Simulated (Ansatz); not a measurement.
# How far each method lies from full CI for H2Al–Al, triplet

Geometry: a point of a stretch scan, not a stationary point.

```yaml
atoms:
  - { symbol: Al, position_ang: [0.0000, -0.0205, -1.1906] }
  - { symbol: Al, position_ang: [0.0000, -0.0205, 1.3545] }
  - { symbol: H, position_ang: [0.0000, 2.5383, -2.4814] }
  - { symbol: H, position_ang: [0.0000, -1.4389, -1.9061] }
```

Basis 6-31G; Ansatz 0.2.0. Correlated methods freeze the noble-gas cores, which leaves 8 electrons in 20 orbitals. Prefix R: restricted or restricted open-shell reference; prefix U: unrestricted. Active spaces: pair = (4e, 4o) about the gap; valence = (8e, 10o) chosen from the atoms' valence shells.

Full CI is exact within this basis and frozen core; it isn't the basis-set limit. The frozen core follows each run's orbitals, which can shift R against U totals by a few meV.

Unrestricted rows (U) aren't spin-pure: their determinants' ⟨S²⟩ exceeds S(S+1) by up to 0.59, so they mix in states of higher spin. Coupled cluster chose its determinant by trial CCSD, here up to 0.63 eV above the lowest Hartree–Fock solution of its kind.

* UHF ⟨S²⟩: 2.591
* T1 diagnostic (RCCSD): 0.0679
* largest doubles amplitude (RCCSD): 0.163
* T1 diagnostic (UCCSD): 0.0795

```
                   level  E − E(full CI) (meV)  share of correlation (%)  wall time
                     UHF                  2366                     33.68          –
                    UMP2                  1118                     68.67          –
                  RCCSD*                   195                     94.55          –
                   UCCSD                   171                     95.20          –
               RCCSD(T)*                    63                     98.25      3.8 s
                UCCSD(T)                    85                     97.61      3.5 s
                BCCD(T)*                    74                     97.92      3.1 s
                 RCCSDT*                    13                     99.62          –
                  UCCSDT                    15                     99.58          –
              RCCSDT(Q)*                     4                     99.89        6 s
               UCCSDT(Q)                     5                     99.85        8 s
     CASSCF (pair space)                  1991                     44.20          –
     NEVPT2 (pair space)                   747                     79.06     0.93 s
     MRCISD (pair space)                   234                     93.44          –
   MRCISD+Q (pair space)                    56                     98.42      1.1 s
  CASSCF (valence space)                   546                     84.70          –
  NEVPT2 (valence space)                   172                     95.17        4 s
  MRCISD (valence space)                    21                     99.40          –
MRCISD+Q (valence space)                     9                     99.74        6 s
```

An asterisk marks runs whose energy the program itself flagged as in doubt.

The correlation energy at full CI, counted from the determinant under the R cluster runs, is -3.568 eV. That run took 81 s on 1 thread of Intel Xeon 6975P-C, shared host over 11,708,928 determinants.

Run but not shown, since their state or frozen core can't be matched to the reference's or they repeat it: RHF, RMP2, CISD.

Times hold each run's SCF and search for its determinant on a shared host, so for small cases they say little of a method's own cost; they ran on 1 thread of Intel Xeon 6975P-C.

The full-CI state has the irrep A'' of Cs, in the program's axes.

Natural occupations of full CI about the gap: 1.960 1.928 1.729 1.005 0.969 0.237 0.050 0.046 0.026 0.021; effectively unpaired electrons, Σ n²(2−n)², 2.44.
